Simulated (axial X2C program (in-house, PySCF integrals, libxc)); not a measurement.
**All-electron X2C curves of ClB⁺**

What are the state, bond length, wavenumber and bond energy of ClB⁺, and what does spin–orbit coupling change?

Computed with an in-house X2C program for linear molecules on PySCF integrals. Level: all-electron X2C, Cl dyall-av3z, B dyall-v3z.

All values are calculated.

### Step 1. The job

Input file task.json:

```json
{"zs": [17, 5], "q": 1, "bas": ["dyall-av3z", "dyall-v3z"], "levels": ["PBE0", "HF", "r2SCAN0"], "cc": true, "r0": 1.84, "thr": -2.0, "nmax": 90, "npts": 10, "nst": 2, "ntry": 6}
```

Keys: zs atomic numbers; q charge; bas basis sets; levels methods (HF also brings MP2); cc coupled cluster on or off; r0 starting distance in Å; thr threshold in hartree for freezing inner shells (an s shell follows its p shell); nmax most natural virtual spinors; npts points asked for on the curve; nst determinants followed; ntry starts of the search.

Started as:

```console
> python so2c.py task.json out
```

Spin-free means the one-electron spin-free X2C Hamiltonian; two-component (2c) means X2C with spin–orbit coupling and atomic mean-field two-electron Coulomb and Gaunt terms. Basis: Cl dyall-av3z contracted to [9s8p3d2f], B dyall-v3z contracted to [7s6p2d1f]; Gaussian nuclei, density fitting. Masses: Cl 34.969 u, B 11.009 u.

Notation: σ, π±, δ± give the projection m of an orbital's angular momentum (0, ±1, ±2), α and β its spin, Λ and M_S the sums; ω is the projection of a spinor's total angular momentum and Ω the sum. Logs are in hartree.

The runs that follow: PBE0, spin-free; HF, spin-free; r2SCAN0, spin-free; MP2 and beyond, spin-free; PBE0, 2c; HF, 2c; r2SCAN0, 2c; Correlated methods, 2c.

Before running it: what results should come out? Wanted: for each run, Hamiltonian; Re; ωe; De; μ.

As calculated:

Lowest determinant that the search found at its distance, spin-free: M_S = 1/2, Λ = 0 (beyond closed shells: σα).

Lowest determinant that the search found at its distance, 2c: Ω = 1/2 (excess of +ω over −ω: ω = 1/2).

| Hamiltonian | level | Re (Å) | ωe (cm⁻¹) | De (eV) | μ (D) |
| --- | --- | --- | --- | --- | --- |
| spin-free | PBE0 | 1.599 | 1147 | 4.23 | 2.72 |
| spin-free | HF | 1.596 | 1172 | 3.04 | 3.21 |
| spin-free | MP2 | 1.598 | 1170 | 3.96 | n/a |
| spin-free | CCSD | 1.600 | 1149 | 3.26 | n/a |
| spin-free | CCSD(T) | 1.605 | 1136 | 3.44 | n/a |
| spin-free | r2SCAN0 | 1.595 | 1161 | 4.29 | 2.80 |
| 2c | PBE0 | 1.599 | 1147 | 4.22 | 2.72 |
| 2c | HF | 1.596 | 1171 | 2.98 | 3.20 |
| 2c | MP2 | 1.599 | 1170 | 3.93 | n/a |
| 2c | CCSD | 1.600 | 1148 | 3.22 | n/a |
| 2c | CCSD(T) | 1.605 | 1135 | 3.41 | n/a |
| 2c | r2SCAN0 | 1.595 | 1161 | 4.29 | 2.80 |

Dipoles are positive if B is the positive end and refer to the centre of mass.

**Reading.** At CCSD(T), going from spin-free to two-component changes Re by 0 mÅ, ωe by -0.1 %; the spin-free picture holds up (part of it comes from the scalar share of the two-electron terms). De moves by -0.03 eV; both De rest on single-determinant atoms, which can miss part of an open shell's spin–orbit lowering.

De refers to Cl + B+, each in the lowest determinant found, which need not be this curve's own limit. The state is a single determinant with fixed occupations, the lowest that a limited PBE0 search found. De is counted from the lowest determinant-based energies of the atoms at the same level, without counterpoise correction. Density functionals use the spin component along the axis (collinear). CCSD and (T) use frozen natural virtuals with an MP2 correction for the truncation. The meta-GGAs lack a current-density term, which matters for open shells with orbital currents, atoms included.
